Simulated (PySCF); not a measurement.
# C3H5F3 (1,2,3-trifluoropropane): the cost of one run

Computed with PySCF 2.14.0, with density-fitted response routines of our own, on a single molecule in the gas phase. Atoms count from 0, in the outputs and in this text.

**1. The molecule as given**

11 atoms, charge 0, multiplicity 1; geometry from: GFN2-xTB. The atoms were then displaced at random by about 0.01 Å, so the start is not that level's minimum.

Bonds of the start (Å): F0–C1 1.35, C1–C2 1.51, C2–F3 1.38, C2–C4 1.54, C4–F5 1.36, C1–H6 1.09, C1–H7 1.07, C2–H8 1.09, C4–H9 1.11, C4–H10 1.10.

**2. Relaxing the molecule at PBE0-D3(BJ)/def2-SVP**

Job settings and geometry (Å):

```
{"job": {"xc": "PBE0", "basis": "def2-SVP", "d3": "d3bj", "grid": 1, "shake": 0.01, "kind": "geom"}, "charge": 0, "multiplicity": 1}
F     -1.152180     1.505670    -0.322210
C     -1.261990     0.161780    -0.279060
C     -0.072120    -0.433480     0.439470
F     -0.102110    -0.164730     1.791730
C      1.278000     0.107740    -0.080010
F      1.544490    -0.442620    -1.290390
H     -1.273280    -0.197590    -1.308720
H     -2.166350    -0.077060     0.245280
H     -0.079780    -1.518300     0.359930
H      2.089760    -0.164060     0.620590
H      1.233670     1.196830    -0.192280
```

Command:

```sh
$ OMP_NUM_THREADS=1 python probes_run.py task.json out
```

This one command runs all jobs of the session in turn.

Q: Estimate the wall time and peak memory of this first job on 1 thread of AMD EPYC 9R45, shared host.

About 15 s, with a peak of 0.46 GiB.
